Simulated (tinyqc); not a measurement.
Worked calculation: extended Hueckel theory, for LiH+. The parameters take no account of the charge, which enters only through the electron count. Computed by tinyqc, a small Python program that keeps every step (integrals from PySCF). Settings: charge = 1, K = 1.75, weighted = 1, multiplicity = 2. Command: `OMP_NUM_THREADS=1 python tinyqc.py 21391 21392 out.jsonl` (the two numbers bound the seeds that draw the settings). One thread of a shared host (Intel(R) Xeon(R) Processor @ 2.60GHz), about 0.01 s of CPU time with the checks.

## Overlaps

Geometry (angstrom):
```
atom         x         y         z
Li    0.000000  0.000000  0.000000
H     0.000000  0.000000  1.470000
```

Parameters chosen for this run:
```
element  shell  Slater exponent   H_ii (eV)
H           1s         1.300000  -13.600000
Li          2s         0.650000   -5.400000
Li          2p         0.650000   -3.500000
```

Slater orbitals, each expanded in six Gaussians scaled to its exponent.

overlap S, order 1Li 2s, 1Li 2px, 1Li 2py, 1Li 2pz, 2H 1s:
$$\begin{pmatrix}
1.000000 & 0.000000 & 0.000000 & 0.000000 & 0.380873 \\
0.000000 & 1.000000 & 0.000000 & 0.000000 & 0.000000 \\
0.000000 & 0.000000 & 1.000000 & 0.000000 & 0.000000 \\
0.000000 & 0.000000 & 0.000000 & 1.000000 & 0.491519 \\
0.380873 & 0.000000 & 0.000000 & 0.491519 & 1.000000
\end{pmatrix}$$

## Wolfsberg-Helmholz matrix

diagonal H_ii (eV): 1Li 2s -5.400000, 1Li 2px -3.500000, 1Li 2py -3.500000, 1Li 2pz -3.500000, 2H 1s -13.600000

K = 1.750000

H_ij = K' S_ij (H_ii + H_jj)/2 for i != j (the diagonal keeps H_ii), with K' = K + D^2 + D^4 (1 - K), D = (H_ii - H_jj)/(H_ii + H_jj), K = 1.75.

H (eV), order 1Li 2s, 1Li 2px, 1Li 2py, 1Li 2pz, 2H 1s:
$$\begin{pmatrix}
-5.400000 & 0.000000 & 0.000000 & 0.000000 & -6.911804 \\
0.000000 & -3.500000 & 0.000000 & 0.000000 & 0.000000 \\
0.000000 & 0.000000 & -3.500000 & 0.000000 & 0.000000 \\
0.000000 & 0.000000 & 0.000000 & -3.500000 & -8.436846 \\
-6.911804 & 0.000000 & 0.000000 & -8.436846 & -13.600000
\end{pmatrix}$$

## Orbitals

valence electrons = 1

Solve H C = S C e through S^(-1/2); fill by pairs from the bottom, a degenerate level sharing its electrons equally; each orbital has its largest coefficient positive (the first on a tie).

orbital energies (eV): [-14.090365, -4.733168, -3.500000, -3.500000, 7.200536]

occupations: [1.000000, 0.000000, 0.000000, 0.000000, 0.000000]

coefficients, order 1Li 2s, 1Li 2px, 1Li 2py, 1Li 2pz, 2H 1s:
$$\begin{pmatrix}
0.154309 & 0.839521 & 0.000000 & 0.000000 & 0.712675 \\
0.000000 & 0.000000 & 0.075932 & 0.997113 & 0.000000 \\
0.000000 & 0.000000 & 0.997113 & -0.075932 & 0.000000 \\
0.123837 & -0.542943 & 0.000000 & 0.000000 & 1.041042 \\
0.867865 & -0.109574 & 0.000000 & 0.000000 & -0.930166
\end{pmatrix}$$

sum of one-electron energies = -14.090365 eV

Within a degenerate level the vectors are fixed only up to a rotation; this is one choice.

## Mulliken analysis

P = C n C^T; charge = valence electrons (H 1, Li 1) minus the sum of (P S)_ii on the atom; overlap population = 2 sum P_ij S_ij between two atoms.

charges: 1Li 0.857021, 2H 0.142979

Overlap populations:
```
pair     value
2-1   0.207663
```
